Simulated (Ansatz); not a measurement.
**BNH2F (SMILES N[B]F) at 6 levels**

Wanted: a comparison of 6 runs (UHF/STO-3G, UB2PLYP/STO-3G, UCAM-B3LYP/STO-3G, RPA@PBE/STO-3G, UCCSDT/STO-3G, UCCSDTQ/STO-3G) of BNH2F. 

The calculation is run with Ansatz 0.2.0.

78 further runs of the same task are left out: 78 set aside as unsound or not needed.

## Step 1: The molecule

BNH2F: 5 atoms, total charge 0, spin state doublet. SMILES: `N[B]F`. The H4–N1 distance was set to 2.509 Å, away from the relaxed value. At this shape a bond of the SMILES string is far longer than usual.

Bond lengths: N1–B2 1.384 Å, B2–F3 1.324 Å, N1–H5 1.010 Å. Angles: N1–B2–F3 122.6°, B2–N1–H5 122.8°.

## Step 2: A single-point energy at UHF/STO-3G (run 1)

The input, input.yaml:

```yaml
crystal:
  periodic: [false, false, false]
  atoms:
    - symbol: N
      position_ang: [0.741423, 0.228499, 0.772273]
    - symbol: B
      position_ang: [1.313423, -0.960801, 1.189873]
    - symbol: F
      position_ang: [2.243123, -1.013201, 2.131173]
    - symbol: H
      position_ang: [-1.019600, 0.322000, -1.012000]
    - symbol: H
      position_ang: [0.998123, 1.125599, 1.159473]
basis:
  gaussian:
    orbitals: STO-3G
magnetization:
  spin_polarized: true
  initial_magnetization: 1
accuracy: high
hamiltonian:
  xc: hf
```

On the command line:

```bash
ansatz run input.yaml --threads 1 --pin off --max-ram 2610MiB --events-out events.jsonl --progress --plain --runs-dir runs
```

Output:

```text
Warning: RAYON_NUM_THREADS=1 ignored (pool sized by the plan → 1); use --threads N
Functional definition: HF
  name "HF"
  exchange = exact_x
  correlation = 0
293 factors; integrals over basis functions are off by at most 4.6e-8 eV
mean field evaluation 1: about -4813.8744 eV, gradient 2.3e1 eV
mean field evaluation 2: about -4813.9293 eV, gradient 2.3e1 eV
mean field evaluation 4: about -4818.7531 eV, gradient 2.7e0 eV
mean field evaluation 8: about -4818.9051 eV, gradient 1.2e-1 eV
mean field evaluation 16: about -4818.9664 eV, gradient 1.0e-1 eV
mean field evaluation 32: about -4819.9192 eV, gradient 3.4e-5 eV
mean field evaluation 64: about -4819.8483 eV, gradient 9.1e-1 eV
mean field evaluation 96: about -4819.9182 eV, gradient 1.6e-2 eV
mean field evaluation 128: about -4801.9491 eV, gradient 1.1e1 eV
mean field evaluation 160: about -4808.1674 eV, gradient 1.8e1 eV
mean field evaluation 192: about -4819.8094 eV, gradient 2.2e-1 eV
mean field evaluation 224: about -4819.3786 eV, gradient 5.4e0 eV
mean field evaluation 256: about -4819.9192 eV, gradient 6.0e-4 eV
mean field evaluation 288: about -4819.9656 eV, gradient 2.0e-1 eV
mean field evaluation 320: about -4819.9086 eV, gradient 7.1e-1 eV
mean field evaluation 352: about -4819.5503 eV, gradient 4.7e0 eV
mean field evaluation 384: about -4817.0385 eV, gradient 1.7e1 eV
mean field evaluation 416: about -4818.9062 eV, gradient 1.0e0 eV
mean field -4820.02907766 eV, -177.1328014708 hartree, gradient 2.4e-8 eV, S^2 1.710245; 8 other end points of the search recorded, 0 dependent functions left out
reference -4820.02907766 eV, -177.1328014708 hartree; 12, 11 occupied and 5, 6 virtual orbitals, 293 factors
Total energy: -4820.02907766 eV, -177.1328014708 hartree
```

Run time: 0.4 s. Hardware: 1 thread of Arm Neoverse V2, shared host.

## Step 3: The energy at UB2PLYP/STO-3G (run 2)

The input, run.yaml:

```yaml
crystal:
  periodic: [false, false, false]
  atoms:
    - {symbol: "N", position_ang: [0.741423, 0.228499, 0.772273]}
    - {symbol: B, position_ang: [1.313423, -0.960801, 1.189873]}
    - {symbol: F, position_ang: [2.243123, -1.013201, 2.131173]}
    - {symbol: H, position_ang: [-1.019600, 0.322000, -1.012000]}
    - {symbol: H, position_ang: [0.998123, 1.125599, 1.159473]}
basis:
  gaussian:
    orbitals: STO-3G
total_charge: 0
magnetization:
  spin_polarized: true
  initial_magnetization: 1
hamiltonian:
  xc: {name: B2PLYP}
correlation:
  frozen_orbitals: {B: 1, F: 1, H: 0, "N": 1}
accuracy: high
```

On the command line:

```bash
ansatz run run.yaml --threads 1 --pin off --max-ram 2610MiB --events-out events.jsonl --progress --plain --runs-dir runs
```

Output:

```text
Warning: RAYON_NUM_THREADS=1 ignored (pool sized by the plan → 1); use --threads N
Functional definition: B2PLYP
  name "B2PLYP"
  parameter a = 0.53
  parameter c = 0.27
  exchange = (1 - a)*b88_x + a*exact_x
  correlation = (1 - c)*lyp_c + c*(mp2_os + mp2_ss)
293 factors; integrals over basis functions are off by at most 4.6e-8 eV
mean field evaluation 1: about -4829.6541 eV, gradient 2.4e1 eV
mean field evaluation 2: about -4829.6585 eV, gradient 2.4e1 eV
mean field evaluation 4: about -4834.1811 eV, gradient 5.9e0 eV
mean field evaluation 8: about -4834.4515 eV, gradient 1.1e-1 eV
mean field evaluation 16: about -4834.4537 eV, gradient 7.1e-1 eV
mean field evaluation 32: about -4831.0806 eV, gradient 1.4e1 eV
mean field evaluation 64: about -4833.2344 eV, gradient 7.6e0 eV
mean field evaluation 96: about -4834.4618 eV, gradient 9.5e-2 eV
mean field evaluation 128: about -4834.4578 eV, gradient 2.1e-1 eV
mean field -4834.57067514 eV, -177.6671953215 hartree, gradient 2.3e-8 eV, S^2 1.445610; 9 other end points of the search recorded, 0 dependent functions left out
3 core orbitals not correlated: weight in the atoms' cores, before any rotation towards them, 1.000 or more for the frozen orbitals, at most 0.000 for the correlated occupied ones
reference -4834.57069253 eV, -177.6671959608 hartree; 9, 8 occupied and 5, 6 virtual orbitals, 293 factors
second order -4.28109183 eV of doubles, -0.00000000 eV of singles
Total energy: -4835.72658733 eV, -177.7096743111 hartree
```

Wall time 7.5 s (1 thread of Arm Neoverse V2, shared host); peak memory 0.13 GiB.

Run 3 isn't shown in full; the table further down has it.

## Step 4: The energy at RPA@PBE/STO-3G (run 4)

The input, molecule.yaml:

```yaml
crystal:
  periodic: [false, false, false]
  atoms:
    - {symbol: N, position_ang: [0.741423, 0.228499, 0.772273]}
    - {symbol: B, position_ang: [1.313423, -0.960801, 1.189873]}
    - {symbol: F, position_ang: [2.243123, -1.013201, 2.131173]}
    - {symbol: H, position_ang: [-1.019600, 0.322000, -1.012000]}
    - {symbol: H, position_ang: [0.998123, 1.125599, 1.159473]}
basis:
  gaussian:
    orbitals: STO-3G
magnetization:
  spin_polarized: true
  initial_magnetization: 1
hamiltonian:
  xc: {name: PBE}
correlation:
  method: rpa
  frozen_orbitals: {B: 1, F: 1, H: 0, "N": 1}
accuracy: high
```

On the command line:

```bash
ansatz run molecule.yaml --threads 1 --pin off --max-ram 2610MiB --events-out events.jsonl --progress --plain --runs-dir runs
```

Output:

```text
Warning: RAYON_NUM_THREADS=1 ignored (pool sized by the plan → 1); use --threads N
Functional definition: PBE
  name "PBE"
  parameter kappa = 0.804
  parameter beta = 0.06672455060314922
  exchange = pbe_x(kappa = kappa, mu = beta*pi^2/3)
  correlation = pbe_c(beta = beta)
293 factors; integrals over basis functions are off by at most 4.6e-8 eV
mean field evaluation 1: about -4831.7139 eV, gradient 2.6e1 eV
mean field evaluation 2: about -4831.6527 eV, gradient 2.6e1 eV
mean field evaluation 4: about -4836.2122 eV, gradient 1.2e1 eV
mean field evaluation 8: about -4837.2356 eV, gradient 3.8e-1 eV
mean field evaluation 16: about -4837.2454 eV, gradient 7.2e-2 eV
mean field evaluation 32: about -4834.7285 eV, gradient 1.0e1 eV
mean field evaluation 64: about -4835.9147 eV, gradient 3.5e0 eV
mean field evaluation 96: about -4835.2752 eV, gradient 3.8e0 eV
mean field -4837.24547565 eV, -177.7654924273 hartree, gradient 5.8e-8 eV, S^2 0.877597; 8 other end points of the search recorded, 0 dependent functions left out
3 core orbitals not correlated: weight in the atoms' cores, before any rotation towards them, 1.000 or more for the frozen orbitals, at most 0.000 for the correlated occupied ones
reference -4818.00597132 eV, -177.0584536842 hartree; 9, 8 occupied and 5, 6 virtual orbitals, 293 factors
Total energy: -4825.87758158 eV, -177.3477300256 hartree
```

Run time: 3.6 s. Hardware: 1 thread of Arm Neoverse V2, shared host; peak memory 0.12 GiB.

Run 5 isn't shown in full; the table further down has it.

## Step 5: The energy at UCCSDTQ/STO-3G (run 6)

The input, job.yaml:

```yaml
crystal:
  periodic: [false, false, false]
  atoms:
    - {symbol: N, position_ang: [0.741423, 0.228499, 0.772273]}
    - {symbol: B, position_ang: [1.313423, -0.960801, 1.189873]}
    - {symbol: F, position_ang: [2.243123, -1.013201, 2.131173]}
    - {symbol: H, position_ang: [-1.019600, 0.322000, -1.012000]}
    - {symbol: H, position_ang: [0.998123, 1.125599, 1.159473]}
basis:
  gaussian: {orbitals: STO-3G}
magnetization: {spin_polarized: true, initial_magnetization: 1}
correlation: {method: ccsdtq, frozen_orbitals: {B: 1, F: 1, H: 0, "N": 1}}
accuracy: high
scf: {omitted_lower_state_checks: [cluster_reference, increment]}
```

On the command line:

```bash
ansatz run job.yaml --threads 1 --pin off --max-ram 2610MiB --events-out events.jsonl --progress --plain --runs-dir runs
```

Output:

```text
Warning: RAYON_NUM_THREADS=1 ignored (pool sized by the plan → 1); use --threads N
[... 20 lines left out ...]
3 core orbitals not correlated: weight in the atoms' cores, before any rotation towards them, 1.000 or more for the frozen orbitals, at most 0.000 for the correlated occupied ones
[... 95 lines left out ...]
Total energy: -4823.90204098 eV, -177.2751302479 hartree
Checks for a lower state left out: cluster_reference, increment
```

It took 2.1 min on 1 thread of Arm Neoverse V2, shared host; peak memory 0.55 GiB.

## Step 6: Overview of the runs

```tsv
run	level	frozen core orbitals	energy (Eh)	⟨S²⟩	wall time
1	UHF/STO-3G	–	-177.132801	1.710	0.4 s
2	UB2PLYP/STO-3G	3	-177.709674	1.446	7.5 s
3	UCAM-B3LYP/STO-3G	–	-177.860287	0.915	2.6 s
4	RPA@PBE/STO-3G	3	-177.347730	0.878	3.6 s
5	UCCSDT/STO-3G	3	-177.274445	1.710	2.1 s
6	UCCSDTQ/STO-3G	3	-177.275130	1.710	2.1 min
```

## Step 7: Summary of results

| quantity | value |
| --- | --- |
| run 6: total energy | -177.27513 Eh |
| run 6: correlation energy (3 core orbitals frozen) | -142.3 mEh |
| run 6: ⟨S²⟩ of the reference determinant | 1.710 |
| run 6: T1 diagnostic | 0.198 |

**Reading.** Below the UHF energy at the same shape and in the same basis (STO-3G): UCCSDT -141.6 mEh; UCCSDTQ -142.3 mEh. Totals of different functionals can't be ranked against each other. In runs 1, 2, 3, 4, 5, 6 the basis is minimal, so the values are rough. Spin contamination of the reference: run 5 ⟨S²⟩ = 1.71, run 6 ⟨S²⟩ = 1.71, run 1 ⟨S²⟩ = 1.71, run 2 ⟨S²⟩ = 1.45, run 3 ⟨S²⟩ = 0.91, run 4 ⟨S²⟩ = 0.88. Where it is this large, the reference is a mixture of spin states, and values that rest on it are in doubt. All runs together took 2.4 min, the longest 2.1 min.
